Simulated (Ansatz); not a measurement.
bcc Fe, treated with PBEsol (PAW; Ansatz, a first-principles code).

Settings: plane-wave cutoff 520 eV, 32×32×32 k mesh, Fermi–Dirac smearing 0.044 eV (set by the program), spin-polarised with parallel moments, scalar-relativistic PAW data made under PBE.

Computed at the level's own relaxed cell.

```xyz
1
Lattice="-1.3938 1.3938 1.3938 1.3938 -1.3938 1.3938 1.3938 1.3938 -1.3938" Properties=species:S:1:pos:R:3 pbc="T T T"
Fe     0.0000     0.0000     0.0000
```

### Question
Give the elastic tensor (Voigt notation, GPa, ions relaxed, in the Cartesian axes of the cell as printed).

### Answer

```
  329.7   176.9   176.9     0.0     0.0     0.0
  176.9   329.7   176.9     0.0     0.0     0.0
  176.9   176.9   329.7     0.0     0.0     0.0
    0.0     0.0     0.0   134.3     0.0     0.0
    0.0     0.0     0.0     0.0   134.3     0.0
    0.0     0.0     0.0     0.0     0.0   134.3
```

Measured, for comparison: elastic constant C11 243 GPa (4 K, zero-point motion not removed, our sources range from 236 to 243; as tabulated in Sha and Cohen (2006), arXiv:cond-mat/0612308); elastic constant C12 138 GPa (4 K, zero-point motion not removed, our sources range from 134 to 138; as tabulated in Sha and Cohen (2006), arXiv:cond-mat/0612308); elastic constant C44 122 GPa (4 K, zero-point motion not removed; as tabulated in Sha and Cohen (2006), arXiv:cond-mat/0612308). Computed (rounded) less measured: elastic constant C11 +36 % (+36 % to +40 % over the range), elastic constant C12 +28 % (+28 % to +32 % over the range), elastic constant C44 +10 %.

Computed values are for the static lattice.
